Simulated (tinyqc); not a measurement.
Worked calculation: Pariser-Parr-Pople SCF with singles CI, for the molecule c1ccccc1 (SMILES; centres numbered as the heavy atoms are written). One step of it, computed by the program tinyqc.

Problem. Iteration 2: Fock matrix. F_rr = H_rr + P_rr gamma_rr / 2 + sum_(s != r) P_ss gamma_rs; F_rs = H_rs - P_rs gamma_rs / 2; E = tr P (H + F) / 2 + core repulsion sum_(r<s) z_r z_s gamma_rs.

P after iteration 1:
```
           1C         2C         3C         4C         5C         6C
1C   0.999993   0.666673  -0.000002  -0.333309  -0.000002   0.666673
2C   0.666673   1.000004   0.666655  -0.000002  -0.333345   0.000004
3C  -0.000002   0.666655   1.000004   0.666673   0.000004  -0.333345
4C  -0.333309  -0.000002   0.666673   0.999993   0.666673  -0.000002
5C  -0.000002  -0.333345   0.000004   0.666673   1.000004   0.666655
6C   0.666673   0.000004  -0.333345  -0.000002   0.666655   1.000004
```

core matrix H (eV):
```
            1C          2C          3C          4C          5C          6C
1C  -33.115059   -2.600000    0.000000    0.000000    0.000000   -2.600000
2C   -2.600000  -33.115640   -2.600000    0.000000    0.000000    0.000000
3C    0.000000   -2.600000  -33.115640   -2.600000    0.000000    0.000000
4C    0.000000    0.000000   -2.600000  -33.115059   -2.600000    0.000000
5C    0.000000    0.000000    0.000000   -2.600000  -33.115640   -2.600000
6C   -2.600000    0.000000    0.000000    0.000000   -2.600000  -33.115640
```

repulsion gamma_rs (eV):
```
           1C         2C         3C         4C         5C         6C
1C  11.130000   5.346287   3.872515   3.517455   3.872515   5.346287
2C   5.346287  11.130000   5.345539   3.872515   3.518103   3.873196
3C   3.872515   5.345539  11.130000   5.346287   3.873196   3.518103
4C   3.517455   3.872515   5.346287  11.130000   5.346287   3.872515
5C   3.872515   3.518103   3.873196   5.346287  11.130000   5.345539
6C   5.346287   3.873196   3.518103   3.872515   5.345539  11.130000
```

Centres (angstrom, eV; a flat drawing with bonds scaled to 1.40 angstrom):

| centre | x | y | core charge z | W | gamma_rr |
|---|---|---|---|---|---|
| 1C | 1.400000 | 0.000000 | 1 | 11.160000 | 11.130000 |
| 2C | 0.700000 | 1.212000 | 1 | 11.160000 | 11.130000 |
| 3C | -0.700000 | 1.212000 | 1 | 11.160000 | 11.130000 |
| 4C | -1.400000 | 0.000000 | 1 | 11.160000 | 11.130000 |
| 5C | -0.700000 | -1.212000 | 1 | 11.160000 | 11.130000 |
| 6C | 0.700000 | -1.212000 | 1 | 11.160000 | 11.130000 |

Give: F; pi energy.

Solution.

F (eV):
```
        1C      2C      3C      4C      5C      6C
1C  -5.595  -4.382   0.000   0.586   0.000  -4.382
2C  -4.382  -5.595  -4.382   0.000   0.586   0.000
3C   0.000  -4.382  -5.595  -4.382   0.000   0.586
4C   0.586   0.000  -4.382  -5.595  -4.382   0.000
5C   0.000   0.586   0.000  -4.382  -5.595  -4.382
6C  -4.382   0.000   0.586   0.000  -4.382  -5.595
```

pi energy = -78.779 eV
